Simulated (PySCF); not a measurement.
benzene (C6H6), SMILES c1ccccc1.

Coordinates come from a r2SCAN-D4/def2-SVP optimisation.

Method: PySCF with TDA-M06-2X/def2-SVPD.

Vertical excitations; the highest root listed may be one member of a degenerate set.  State labels are in the subgroup D2h.

Computed excitation energies, oscillator strengths and character:
```tsv
state	symmetry	energy (eV)	λ (nm)	f	main pairs
S1	B2u	5.61	221	0.000	HOMO−1→LUMO 50 %, HOMO→LUMO+1 50 %
S2	B3u	6.61	187	0.000	HOMO−1→LUMO+1 49 %, HOMO→LUMO 49 %
S3	B2g	7.33	169	0.000	HOMO→LUMO+2 (degenerate set)
S4	B3g	7.33	169	0.000	HOMO−1→LUMO+2 (degenerate set)
S5	B1u	7.74	160	0.093	HOMO→LUMO+3 33 %, HOMO−1→LUMO+4 33 %, HOMO−2→LUMO 15 %, HOMO−3→LUMO+1 15 %
S6	Au	7.75	160	0.000	HOMO−3→LUMO 49 %, HOMO−2→LUMO+1 48 %
S7	B3u	7.77	160	0.962	HOMO→LUMO, HOMO−1→LUMO+1 (degenerate set)
S8	B2u	7.77	160	0.962	HOMO→LUMO+1, HOMO−1→LUMO (degenerate set)
S9	B1u	7.81	159	0.000	HOMO−2→LUMO, HOMO−3→LUMO+1, HOMO−1→LUMO+4, HOMO→LUMO+3 (degenerate set)
S10	Au	7.81	159	0.000	HOMO−2→LUMO+1, HOMO−3→LUMO, HOMO→LUMO+4, HOMO−1→LUMO+3 (degenerate set)
T1	B3u	4.55	272	0	HOMO−1→LUMO+1 48 %, HOMO→LUMO 48 %
T2	B2u	4.99	249	0	HOMO−1→LUMO, HOMO→LUMO+1 (degenerate set)
T3	B3u	4.99	249	0	HOMO→LUMO, HOMO−1→LUMO+1 (degenerate set)
T4	B2u	5.32	233	0	HOMO→LUMO+1 50 %, HOMO−1→LUMO 50 %
```
Triplets are in the Tamm–Dancoff approximation.
